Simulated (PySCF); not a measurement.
Species: C₃H₅, charge -1, multiplicity 1. It need not be the lowest isomer of its formula. Whether it binds its extra electron was not tested at this geometry. 
Structure (B3LYP-D3(BJ)/def2-TZVP (Ansatz) minimum search):
SMILES: C=C[CH2-]
```xyz
8

C      1.2797     0.0180     0.1167
C     -0.0464     0.3548    -0.1261
H      1.5654    -0.9654     0.4812
H      2.0765     0.7330    -0.0518
H     -0.1806     1.3808    -0.4905
C     -1.2360    -0.3519     0.0019
H     -1.2585    -1.3806     0.3522
H     -2.1863     0.1063    -0.2464
```
Charge -1, spin multiplicity 1.

Dispersion corrections to the total energy (kcal/mol) from the dftd3 and dftd4 libraries through PySCF: D3(BJ) without and D4 with the three-body term, each with the damping fitted for the functional named.

```csv
functional,D3(BJ),D4
BP86,-3.91,-3.94
HF,-24.14,?
PBE,-2.66,-3.10
TPSS,-3.26,?
r2SCAN,?,-0.76
BLYP,-5.55,-7.12
TPSSh,-2.95,-3.81
```

Fill in the missing entries.


- HF, D4: -12.72
- TPSS, D4: -4.21
- r2SCAN, D3(BJ): -0.70
